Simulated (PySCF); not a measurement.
Species: C₄H₇FS.
Atom-mapped SMILES: `[CH3:1][CH2:2][C@@H:3]1[S:4][C@H:5]1[F:6]`

NICS is the negative of the GIAO shielding at a point without a nucleus: at the ring centre (0) and 1 Å above and below it (1); zz is the component along the ring normal. Level: GIAO PBE0/pcSseg-1 (PySCF, non-relativistic, gas phase) on the GFN2-xTB geometry, one conformer.

Ring bond lengths (Å), with Mayer bond orders in brackets: C3–S4 1.817 (0.96), S4–C5 1.796 (0.98), C5–C3 1.479 (0.94).

Question: What do the NICS probes read (ppm)?

Answer: 
```csv
ring,type,NICS(0),"NICS(1), two faces","NICS(1)zz, two faces",rms pucker (Å),"centre to ring atoms, mean (Å)"
C3–S4–C5,3-membered ring with S; formal bonds all single,-45.0,-7.2 / -9.8,-16.5 / -21.5,0.00,0.98
```

Question: What do they say, and how far can they be read as aromaticity?

Answer: 
- C3–S4–C5: mean NICS(1)zz -19.0 ppm, shielded. C3, C5 have four or more neighbours; no verdict on aromaticity is drawn. The two faces differ by 5.0 ppm, so no symmetry operation interchanges them. NICS(0) lies 37 ppm below the mean NICS(1).

Question: At the second NICS(1) probe listed for ring C3–S4–C5, 1 Å off the ring, what do the in-plane components average?

Answer: The isotropic value is a third of the trace: (3 × -9.8 − (-21.5))/2 = -4.0 ppm.

Question: Give the inner angles of the rings and the Hirshfeld charges of the ring atoms.

Answer: 
- C3–S4–C5: C3 65.1° (-0.033 e), S4 48.3° (-0.058 e), C5 66.6° (+0.051 e); sum 180.0° against 180° for a flat convex ring.

Conformer computed: `[CH3:1][CH2:2][C@@H:3]1[S:4][C@H:5]1[F:6]`: C1–C2–C3–S4 162°.
